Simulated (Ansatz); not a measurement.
# Several solutions for triplet Si2

```xyz
2

Si    0.0000    0.0000    0.0000
Si    0.0000    0.0000    5.1750
```

Basis set: def2-SVP (spherical functions). Charge 0, multiplicity 3.

UHF was run from several starts with Ansatz (development build ahead of 0.2.0).

```json
{"run": "A", "program": "Ansatz", "start": "stability test followed", "converged": "yes", "energy (hartree)": "-577.49314", "<S²>": "3.03"}
{"run": "B", "program": "Ansatz", "start": "search for the lowest state", "converged": "yes", "energy (hartree)": "-577.49327", "<S²>": "3.03"}
{"run": "C", "program": "Ansatz", "start": "atomic start, no search", "converged": "yes", "energy (hartree)": "-577.49272", "<S²>": "3.03"}
```

(1) Which runs reached the lowest solution of this kind, and what is wrong with the others?

## Answers

(1) A, B reached the lowest solution found or ended within 0.01 eV of it (a small difference can mark another solution nearby). Converged but too high: C by 0.01 eV. Convergence only shows a stationary point, and even a stable one can lie too high; stability tests and further starts are what find lower ones. Caution: the unrestricted determinant is a mixture of spin states.
